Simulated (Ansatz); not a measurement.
Mulliken charges of CH7NSi (`NC[SiH3]`) from r2SCAN/def2-TZVPP in Ansatz (PBE0-D4/def2-TZVP geometry).

```
atom   x (Å)   y (Å)   z (Å)  charge (e)
  N1  -1.304   0.523  -0.537      -0.369
  C2   0.144   0.583  -0.376      -0.091
 Si3   0.717  -0.747   0.828       0.300
  H4  -1.587  -0.361  -0.939       0.142
  H5  -1.636   1.252  -1.157       0.131
  H6   0.410   1.550   0.064       0.064
  H7   0.720   0.503  -1.312       0.060
  H8   0.237  -2.077   0.359      -0.084
  H9   0.178  -0.501   2.190      -0.071
 H10   2.205  -0.775   0.884      -0.082
```

By hand: the dipole of these point charges (1 e Å = 4.8032 D).

Σ q r = (0.100, 0.046, -0.137) e Å, of length 0.176 e Å = 0.85 D.

How does the dipole of the full density compare? (Estimate.)

Computed: (0.012, 0.100, -0.325) e Å, 1.63 D; the point charges give 0.52 times that, at 33° from its direction.

Point charges leave out the atoms' own dipoles, such as those of lone pairs, and Mulliken's split depends on the basis, so the two needn't agree.
